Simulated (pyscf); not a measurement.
# Addition across a multiple bond or ene-type step: `[O]=[Cr](=[O])=[O]` + `[ClH]` -> `[O]=[Cr](=[O])([OH])[Cl]`

Gas phase, singlet surface, charge 0. Bonds broken: Cl5–H6. Bonds formed: Cr2–Cl5, O4–H6. Optimised with ωB97X-D3(BJ)/def2-SVP in PySCF.

Transition state (Å):

```xyz
6

O      0.3071     1.9642    -0.5489
Cr     0.3710     0.5741     0.1023
O      1.4935     0.4854     1.1475
O     -1.0426    -0.0315     0.5628
Cl     0.3315    -1.2182    -1.4462
H     -0.7273    -0.9599    -0.4769
```

One imaginary mode, 1042i cm⁻¹; descent along it reached the two sides named, in the forms told below.

```csv
bond,change,reactant side (Å),saddle,product side
Cl5–H6,breaks,1.293,1.459,3.6
Cr2–Cl5,forms,2.425,2.369,2.134
O4–H6,forms,2.7,1.429,0.970
```

Electronic energies relative to the separated reactants (eV):

| level | barrier | reaction energy | reverse barrier |
|---|---|---|---|
| ωB97X-D3(BJ)/def2-TZVP | -0.86 | -2.92 | 2.07 |
| PBE/def2-TZVP | -0.93 | -2.77 | 1.84 |
| r²SCAN/def2-TZVP | -1.00 | -2.97 | 1.97 |
| B3LYP-D3(BJ)/def2-TZVP | -0.84 | -2.87 | 2.03 |
| PBE0-D3(BJ)/def2-TZVP | -0.91 | -2.93 | 2.01 |
| M06-2X/def2-TZVP | -0.88 | -2.96 | 2.08 |
| ωB97M-D3(BJ)/def2-TZVP | -0.72 | -2.77 | 2.06 |

With ωB97M-D3(BJ)/def2-TZVP energies and thermal terms (ideal gas, 1 atm, RRHO with modes under 100 cm⁻¹ raised to 100, one conformer, R ln 2 for chiral ones without a mode under 150 cm⁻¹), in eV:

| T (K) | ΔH‡ | ΔG‡ | ΔH | ΔG |
|---|---|---|---|---|
| 298 | -0.77 | -0.34 | -2.65 | -2.24 |
| 600 | -0.76 | 0.09 | -2.63 | -1.83 |
| 900 | -0.75 | 0.51 | -2.60 | -1.44 |
| 1200 | -0.72 | 0.92 | -2.57 | -1.05 |

On the reactant side the descent ends in an adduct with a Cl–Cr contact, 1.18 eV under the separated species and 0.33 eV under the saddle at ωB97X-D3(BJ)/def2-TZVP. At ωB97X-D3(BJ)/def2-TZVP, PBE, r²SCAN, B3LYP-D3(BJ), PBE0-D3(BJ), M06-2X, ωB97M-D3(BJ) the saddle lies under the separated reactants, which points to a path from their complex (located at ωB97X-D3(BJ) alone). What is counted as formed (Cl–Cr) is already present as a longer contact in the reactant adduct; forming that adduct is a step of its own. This is the saddle that the search found; another between the same sides may lie lower.
